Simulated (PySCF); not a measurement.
# A diatomic session: BCl+

One job finds the state of BCl+, follows it along the bond with each method and fits the curves.

Program: PySCF 2.14.0. Level of theory: B aug-cc-pVDZ, Cl aug-cc-pV(D+d)Z, no relativity. These are calculated values, not measurements.

**1. The job**

The job is set up so:

```
atoms                         : B, Cl
charge                        : 1
basis                         : B aug-cc-pVDZ, Cl aug-cc-pV(D+d)Z
Hamiltonian                   : no relativity
basis functions               : 55
electrons treated             : 21
masses in u                   : 11.0093, 34.9689
levels                        : PBE0, PBE, r²SCAN, revPBE, r²SCAN0, B3LYP, LC-ωPBE, HF, MP2, SCS-MP2, CCSD, CCSD(T)
grid                          : 80 radial by 434 angular points
occupations                   : held fixed by the projection of orbital angular momentum
dissociation limit            : B+ + Cl, each in its ground configuration
starting distance in angstrom : 1.885
values of 2S to try           : 1, 3
```

Run with:

```sh
$ OMP_NUM_THREADS=1 python dia.py task.json out
```

After this run come: First curve: PBE0; Higher solutions at PBE0; PBE (GGA); r²SCAN (meta-GGA); revPBE (GGA); r²SCAN0; B3LYP (global hybrid GGA); LC-ωPBE (range-separated hybrid); UHF; Correlated methods on the Hartree–Fock reference.

What does the calculation give? Wanted: for each run, Re; ωe; De; μ.

**Answer**, as computed:

Lowest PBE0 solution found, without spin–orbit coupling: ²Σ⁺ (doublet), unpaired electrons σ ↑. State 2 has its PBE0 minimum 5.17 eV higher. The other levels ran on the lowest alone.

```csv
level,Re (Å),ωe (cm⁻¹),De (eV),μ (D)
UHF,1.603,1172,2.97,-3.25
UHF-MP2,1.613,1158,3.73,n/a
UHF-SCS-MP2,1.615,1147,3.43,n/a
UHF-CCSD,1.616,1132,2.99,n/a
UHF-CCSD(T),1.621,1118,3.16,n/a
PBE,1.617,1111,4.43,-2.61
revPBE,1.622,1102,4.20,-2.65
r²SCAN,1.610,1139,4.48,-2.75
B3LYP,1.611,1126,3.97,-2.77
PBE0,1.606,1149,4.18,-2.76
r²SCAN0,1.603,1161,4.22,-2.84
LC-ωPBE,1.596,1182,4.05,-2.80
```

De is counted to B+ + Cl in their ground configurations. A positive dipole points from B to Cl; in an ion it is taken about the centre of mass and does not tell which atom is negative.

Differences from CCSD(T) in the same basis:

```csv
level,Re (mÅ),ωe (%)
UHF,-18,+4.8
UHF-MP2,-8,+3.6
UHF-SCS-MP2,-7,+2.6
UHF-CCSD,-5,+1.2
PBE,-4,-0.6
revPBE,+1,-1.5
r²SCAN,-11,+1.9
B3LYP,-10,+0.8
PBE0,-15,+2.8
r²SCAN0,-18,+3.8
LC-ωPBE,-25,+5.7
```

Against CCSD(T) in the same basis, the bond length is nearest at revPBE (+1 mÅ) and farthest at LC-ωPBE (-25 mÅ); the wavenumber is nearest at PBE (-0.6 %) and farthest at LC-ωPBE (+5.7 %). Hartree–Fock makes the bond too short and too stiff against this reference, as it mostly does. CCSD(T) in a basis this small is itself some way from its limit, more so than the functionals. Of the levels with a De here, UHF gives the least (2.97 eV) and r²SCAN the most (4.48 eV).

Correlated steps freeze 6 core orbitals.
